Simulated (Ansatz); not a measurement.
**How far each method lies from UCCSDT(Q) for [CH$_{3}$···H···Si], triplet**

Geometry: a point of a hydrogen-transfer path between rigid fragments, not a stationary point.

```xyz
6

C    -1.8520    0.0000    0.0000
H    -2.2152    1.0273    0.0000
H    -2.2152   -0.5137    0.8897
H    -2.2152   -0.5137   -0.8897
H    -0.6550    0.0000    0.0000
Si    1.0540    0.0000    0.0000
```

Basis cc-pVDZ; Ansatz 0.2.0. Correlated methods freeze the noble-gas cores, which leaves 12 electrons in 46 orbitals. Prefix R: restricted or restricted open-shell reference; prefix U: unrestricted. Active spaces: pair = (4e, 4o) about the gap.

Full CI isn't at hand for all of this; UCCSDT(Q) serves as the reference, and is uncertain by about the last step of the cluster series. The frozen core follows each run's orbitals, which can shift R against U totals by a few meV.

For open shells CISD is restricted-active-space CI with the open shells as a complete middle space.

```
UHF ⟨S²⟩                          : 2.024
T1 diagnostic (RCCSD)             : 0.0166
largest doubles amplitude (RCCSD) : 0.085
T1 diagnostic (UCCSD)             : 0.0149
```

```json
{"level": "RHF", "E − E(UCCSDT(Q)) (mEh)": "269.73", "share of correlation (%)": "0.00", "wall time": "–"}
{"level": "UHF", "E − E(UCCSDT(Q)) (mEh)": "265.08", "share of correlation (%)": "1.73", "wall time": "–"}
{"level": "RMP2", "E − E(UCCSDT(Q)) (mEh)": "48.39", "share of correlation (%)": "82.06", "wall time": "–"}
{"level": "UMP2", "E − E(UCCSDT(Q)) (mEh)": "48.63", "share of correlation (%)": "81.97", "wall time": "–"}
{"level": "CISD", "E − E(UCCSDT(Q)) (mEh)": "30.24", "share of correlation (%)": "88.79", "wall time": "3.9 s"}
{"level": "RCCSD", "E − E(UCCSDT(Q)) (mEh)": "7.90", "share of correlation (%)": "97.07", "wall time": "–"}
{"level": "UCCSD", "E − E(UCCSDT(Q)) (mEh)": "7.78", "share of correlation (%)": "97.11", "wall time": "–"}
{"level": "RCCSD(T)", "E − E(UCCSDT(Q)) (mEh)": "1.27", "share of correlation (%)": "99.53", "wall time": "3 s"}
{"level": "UCCSD(T)", "E − E(UCCSDT(Q)) (mEh)": "1.25", "share of correlation (%)": "99.54", "wall time": "2.8 s"}
{"level": "BCCD(T)", "E − E(UCCSDT(Q)) (mEh)": "1.25", "share of correlation (%)": "99.54", "wall time": "3.3 s"}
{"level": "RCCSDT", "E − E(UCCSDT(Q)) (mEh)": "0.32", "share of correlation (%)": "99.88", "wall time": "–"}
{"level": "UCCSDT", "E − E(UCCSDT(Q)) (mEh)": "0.31", "share of correlation (%)": "99.89", "wall time": "–"}
{"level": "RCCSDT(Q)", "E − E(UCCSDT(Q)) (mEh)": "0.01", "share of correlation (%)": "100.00", "wall time": "49 s"}
{"level": "CASSCF (pair space)", "E − E(UCCSDT(Q)) (mEh)": "251.35", "share of correlation (%)": "6.82", "wall time": "–"}
{"level": "MRCISD (pair space)", "E − E(UCCSDT(Q)) (mEh)": "26.87", "share of correlation (%)": "90.04", "wall time": "–"}
{"level": "MRCISD+Q (pair space)", "E − E(UCCSDT(Q)) (mEh)": "1.87", "share of correlation (%)": "99.30", "wall time": "2.2 s"}
```

The correlation energy at UCCSDT(Q), counted from RHF, is -7.340 eV. That run took 42 s on 1 thread of Arm Neoverse V2, shared host.

Times hold each run's SCF and search for its determinant on a shared host, so for small cases they say little of a method's own cost; they ran on 1 thread of Arm Neoverse V2.
